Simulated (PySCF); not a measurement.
Excitations are Tamm–Dancoff values on a coarser integration grid. The basis has no diffuse functions, so Rydberg states are missing or too high.

Cartesian coordinates (Å):
SMILES: ClC(Cl)(Cl)Cl
```xyz
5

Cl     1.3701    -1.1075    -0.0636
C      0.0000     0.0000     0.0000
Cl     0.5769     1.6582    -0.1591
Cl    -1.1119    -0.3644    -1.3186
Cl    -0.8351    -0.1862     1.5413
```
Charge 0, spin multiplicity 1.

What S1 excitation (TDA), HOMO–LUMO gap and HOMO does PBE0-D3(BJ)/def2-TZVP in PySCF 2.14.0 give?


- S1 excitation (TDA): 6.07 eV
- HOMO–LUMO gap: 7.61 eV
- HOMO: -9.06 eV
